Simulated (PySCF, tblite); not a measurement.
Breaking a bond: LiF, singlet.

Computed with: UKS-B3LYP/6-311+G** = unrestricted B3LYP/6-311+G**, spherical d in PySCF; GFN2-xTB, 300 K electronic temperature (tblite); RHF/6-31G* = restricted Hartree-Fock/6-31G*, spherical d run with PySCF; UCCSD(T) = CCSD(T) on UHF/aug-cc-pVDZ, 1 core orbital frozen (PySCF).

Energies relative to the lowest point of each curve near equilibrium, in kcal/mol; the last columns give the difference from UCCSD(T):

```json
[
 {"R / Å": "1.24", "UKS-B3LYP/6-311+G**": "39.4", "GFN2-xTB": "23.7", "RHF/6-31G*": "44.6", "UCCSD(T)": "41.5", "UKS-B3LYP/6-311+G** − UCCSD(T)": "-2.1", "GFN2-xTB − UCCSD(T)": "-17.8", "RHF/6-31G* − UCCSD(T)": "3.1"},
 {"R / Å": "1.32", "UKS-B3LYP/6-311+G**": "19.7", "GFN2-xTB": "10.2", "RHF/6-31G*": "21.1", "UCCSD(T)": "20.6", "UKS-B3LYP/6-311+G** − UCCSD(T)": "-0.9", "GFN2-xTB − UCCSD(T)": "-10.4", "RHF/6-31G* − UCCSD(T)": "0.5"},
 {"R / Å": "1.39", "UKS-B3LYP/6-311+G**": "9.3", "GFN2-xTB": "3.7", "RHF/6-31G*": "9.1", "UCCSD(T)": "9.5", "UKS-B3LYP/6-311+G** − UCCSD(T)": "-0.2", "GFN2-xTB − UCCSD(T)": "-5.8", "RHF/6-31G* − UCCSD(T)": "-0.4"},
 {"R / Å": "1.48", "UKS-B3LYP/6-311+G**": "2.2", "GFN2-xTB": "0.3", "RHF/6-31G*": "1.6", "UCCSD(T)": "2.1", "UKS-B3LYP/6-311+G** − UCCSD(T)": "0.1", "GFN2-xTB − UCCSD(T)": "-1.8", "RHF/6-31G* − UCCSD(T)": "-0.5"},
 {"R / Å": "1.53", "UKS-B3LYP/6-311+G**": "0.5", "GFN2-xTB": "0.0", "RHF/6-31G*": "0.2", "UCCSD(T)": "0.4", "UKS-B3LYP/6-311+G** − UCCSD(T)": "0.1", "GFN2-xTB − UCCSD(T)": "-0.4", "RHF/6-31G* − UCCSD(T)": "-0.2"},
 {"R / Å": "1.56", "UKS-B3LYP/6-311+G**": "0.0", "GFN2-xTB": "0.2", "RHF/6-31G*": "0.0", "UCCSD(T)": "0.0", "UKS-B3LYP/6-311+G** − UCCSD(T)": "0.0", "GFN2-xTB − UCCSD(T)": "0.2", "RHF/6-31G* − UCCSD(T)": "0.0"},
 {"R / Å": "1.60", "UKS-B3LYP/6-311+G**": "0.0", "GFN2-xTB": "0.9", "RHF/6-31G*": "0.4", "UCCSD(T)": "0.1", "UKS-B3LYP/6-311+G** − UCCSD(T)": "-0.1", "GFN2-xTB − UCCSD(T)": "0.9", "RHF/6-31G* − UCCSD(T)": "0.3"},
 {"R / Å": "1.65", "UKS-B3LYP/6-311+G**": "0.7", "GFN2-xTB": "2.3", "RHF/6-31G*": "1.7", "UCCSD(T)": "0.9", "UKS-B3LYP/6-311+G** − UCCSD(T)": "-0.3", "GFN2-xTB − UCCSD(T)": "1.4", "RHF/6-31G* − UCCSD(T)": "0.8"},
 {"R / Å": "1.72", "UKS-B3LYP/6-311+G**": "2.6", "GFN2-xTB": "4.9", "RHF/6-31G*": "4.7", "UCCSD(T)": "3.2", "UKS-B3LYP/6-311+G** − UCCSD(T)": "-0.6", "GFN2-xTB − UCCSD(T)": "1.7", "RHF/6-31G* − UCCSD(T)": "1.5"},
 {"R / Å": "1.80", "UKS-B3LYP/6-311+G**": "5.8", "GFN2-xTB": "8.5", "RHF/6-31G*": "9.2", "UCCSD(T)": "6.8", "UKS-B3LYP/6-311+G** − UCCSD(T)": "-1.0", "GFN2-xTB − UCCSD(T)": "1.6", "RHF/6-31G* − UCCSD(T)": "2.3"},
 {"R / Å": "1.96", "UKS-B3LYP/6-311+G**": "14.0", "GFN2-xTB": "16.6", "RHF/6-31G*": "19.7", "UCCSD(T)": "15.4", "UKS-B3LYP/6-311+G** − UCCSD(T)": "-1.4", "GFN2-xTB − UCCSD(T)": "1.2", "RHF/6-31G* − UCCSD(T)": "4.3"},
 {"R / Å": "2.11", "UKS-B3LYP/6-311+G**": "22.5", "GFN2-xTB": "24.6", "RHF/6-31G*": "30.3", "UCCSD(T)": "23.9", "UKS-B3LYP/6-311+G** − UCCSD(T)": "-1.4", "GFN2-xTB − UCCSD(T)": "0.7", "RHF/6-31G* − UCCSD(T)": "6.4"},
 {"R / Å": "2.34", "UKS-B3LYP/6-311+G**": "35.4", "GFN2-xTB": "36.2", "RHF/6-31G*": "46.4", "UCCSD(T)": "36.7", "UKS-B3LYP/6-311+G** − UCCSD(T)": "-1.3", "GFN2-xTB − UCCSD(T)": "-0.5", "RHF/6-31G* − UCCSD(T)": "9.7"},
 {"R / Å": "2.57", "UKS-B3LYP/6-311+G**": "47.3", "GFN2-xTB": "46.9", "RHF/6-31G*": "61.5", "UCCSD(T)": "48.7", "UKS-B3LYP/6-311+G** − UCCSD(T)": "-1.4", "GFN2-xTB − UCCSD(T)": "-1.8", "RHF/6-31G* − UCCSD(T)": "12.9"},
 {"R / Å": "2.80", "UKS-B3LYP/6-311+G**": "57.9", "GFN2-xTB": "56.9", "RHF/6-31G*": "75.4", "UCCSD(T)": "59.4", "UKS-B3LYP/6-311+G** − UCCSD(T)": "-1.5", "GFN2-xTB − UCCSD(T)": "-2.5", "RHF/6-31G* − UCCSD(T)": "16.0"},
 {"R / Å": "3.15", "UKS-B3LYP/6-311+G**": "71.5", "GFN2-xTB": "70.0", "RHF/6-31G*": "93.7", "UCCSD(T)": "73.4", "UKS-B3LYP/6-311+G** − UCCSD(T)": "-1.8", "GFN2-xTB − UCCSD(T)": "-3.3", "RHF/6-31G* − UCCSD(T)": "20.3"},
 {"R / Å": "3.43", "UKS-B3LYP/6-311+G**": "80.5", "GFN2-xTB": "78.5", "RHF/6-31G*": "106.0", "UCCSD(T)": "82.8", "UKS-B3LYP/6-311+G** − UCCSD(T)": "-2.2", "GFN2-xTB − UCCSD(T)": "-4.2", "RHF/6-31G* − UCCSD(T)": "23.2"},
 {"R / Å": "3.84", "UKS-B3LYP/6-311+G**": "90.3", "GFN2-xTB": "—", "RHF/6-31G*": "120.3", "UCCSD(T)": "—", "UKS-B3LYP/6-311+G** − UCCSD(T)": "—", "GFN2-xTB − UCCSD(T)": "—", "RHF/6-31G* − UCCSD(T)": "—"},
 {"R / Å": "4.26", "UKS-B3LYP/6-311+G**": "96.7", "GFN2-xTB": "—", "RHF/6-31G*": "131.5", "UCCSD(T)": "—", "UKS-B3LYP/6-311+G** − UCCSD(T)": "—", "GFN2-xTB − UCCSD(T)": "—", "RHF/6-31G* − UCCSD(T)": "—"},
 {"R / Å": "4.64", "UKS-B3LYP/6-311+G**": "100.8", "GFN2-xTB": "—", "RHF/6-31G*": "139.6", "UCCSD(T)": "—", "UKS-B3LYP/6-311+G** − UCCSD(T)": "—", "GFN2-xTB − UCCSD(T)": "—", "RHF/6-31G* − UCCSD(T)": "—"},
 {"R / Å": "5.43", "UKS-B3LYP/6-311+G**": "106.3", "GFN2-xTB": "—", "RHF/6-31G*": "153.0", "UCCSD(T)": "—", "UKS-B3LYP/6-311+G** − UCCSD(T)": "—", "GFN2-xTB − UCCSD(T)": "—", "RHF/6-31G* − UCCSD(T)": "—"},
 {"R / Å": "6.20", "UKS-B3LYP/6-311+G**": "109.4", "GFN2-xTB": "—", "RHF/6-31G*": "162.1", "UCCSD(T)": "—", "UKS-B3LYP/6-311+G** − UCCSD(T)": "—", "GFN2-xTB − UCCSD(T)": "—", "RHF/6-31G* − UCCSD(T)": "—"}
]
```

UKS-B3LYP/6-311+G** is furthest from UCCSD(T) at 3.43 (-2.2 kcal/mol, below); its mean absolute difference over the points is 1.0 kcal/mol.

GFN2-xTB is furthest from UCCSD(T) at 1.24 (-17.8 kcal/mol, below); its mean absolute difference over the points is 3.3 kcal/mol.

RHF/6-31G* is furthest from UCCSD(T) at 3.43 (23.2 kcal/mol, above); its mean absolute difference over the points is 6.0 kcal/mol.

Dashes: no converged value, or the column stops at the first point that the program doubted or that broke a chosen test of continuity, which isn't proof of a fault.

The unrestricted determinant behind UKS-B3LYP/6-311+G** is spin-contaminated at 3.84 to 6.20 Å (<S²> up to 0.5, against 0.00 for a pure singlet). The restricted form behind RHF/6-31G* keeps the bonding electrons paired and can't separate into open-shell fragments. The unrestricted determinant behind UCCSD(T) is spin-contaminated at 3.84 to 6.20 Å (<S²> up to 1.0, against 0.00 for a pure singlet).
